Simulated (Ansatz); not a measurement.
The input, for Ansatz 0.2.0:

```yaml
crystal:
  periodic: [false, false, false]
  atoms:
    - {symbol: Cl, position_ang: [0.000000, 0.000000, -1.503000]}
    - {symbol: H, position_ang: [0.000000, 0.000000, 0.214000]}
    - {symbol: F, position_ang: [0.000000, 0.000000, 1.289000]}
basis:
  gaussian: {orbitals: STO-3G, point_charges: [{charge: -1.00, position_ang: [3.189, 0.651, -0.717]}]}
magnetization: {spin_polarized: true, initial_magnetization: 1}
correlation: {method: ccsdt, electrons: all}
scf: {lower_state_search: off}
```

```sh
$ ansatz run in.yaml --threads 1 --pin off --events-out ev --progress --plain --max-ram 2393MiB
```

Log:

```
these checks for a lower state are left out or cut short: stability, starts, cluster_reference, orbital_swaps, neighbouring_geometries, increment
227 factors; integrals over basis functions are off by at most 5.2e-8 eV
mean field evaluation 1: about -15048.4871 eV, gradient 1.2e1 eV
mean field evaluation 2: about -15048.5106 eV, gradient 1.2e1 eV
mean field evaluation 4: about -15050.2016 eV, gradient 1.4e0 eV
mean field evaluation 8: about -15050.2710 eV, gradient 4.9e-2 eV
mean field evaluation 16: about -15050.3071 eV, gradient 4.9e-1 eV
mean field -15050.41293797 eV, -553.0924739340 hartree, gradient 1.2e-6 eV, S^2 0.802331; 0 other end points of the search recorded, 0 dependent functions left out
reference -15050.41293797 eV, -553.0924739340 hartree; 14, 13 occupied and 1, 2 virtual orbitals, 227 factors
second order -0.55070747 eV of doubles, -0.00000000 eV of singles
cycle   1  -0.75470479 eV  change   -2.0e-1 eV  update   4.4e-2
cycle   2  -0.95598748 eV  change   -2.0e-1 eV  update   2.7e-2
cycle   3  -0.98316453 eV  change   -2.7e-2 eV  update   8.7e-3
cycle   4  -0.98668521 eV  change   -3.5e-3 eV  update   1.6e-3
cycle   5  -0.98678040 eV  change   -9.5e-5 eV  update   1.1e-3
cycle   6  -0.98652192 eV  change    2.6e-4 eV  update   1.1e-3
cycle   7  -0.98739455 eV  change   -8.7e-4 eV  update   1.0e-3
cycle   8  -0.98751948 eV  change   -1.2e-4 eV  update   7.6e-4
cycle   9  -0.98712763 eV  change    3.9e-4 eV  update   4.5e-4
cycle  10  -0.98749505 eV  change   -3.7e-4 eV  update   2.8e-4
cycle  11  -0.98762320 eV  change   -1.3e-4 eV  update   1.8e-4
cycle  12  -0.98746800 eV  change    1.6e-4 eV  update   1.4e-4
cycle  13  -0.98746784 eV  change    1.6e-7 eV  update   9.4e-5
cycle  14  -0.98755246 eV  change   -8.5e-5 eV  update   3.6e-5
cycle  15  -0.98756556 eV  change   -1.3e-5 eV  update   1.2e-5
cycle  16  -0.98755217 eV  change    1.3e-5 eV  update   5.4e-6
cycle  17  -0.98754804 eV  change    4.1e-6 eV  update   2.1e-6
cycle  18  -0.98754973 eV  change   -1.7e-6 eV  update   9.7e-7
Total energy: -15051.40048769 eV, -553.1287657171 hartree
Checks for a lower state left out: stability, starts, cluster_reference, orbital_swaps, neighbouring_geometries, increment
```

Ran on 1 thread of Arm Neoverse V1, shared host: 0.42 s wall, 0.07 GiB peak host memory.
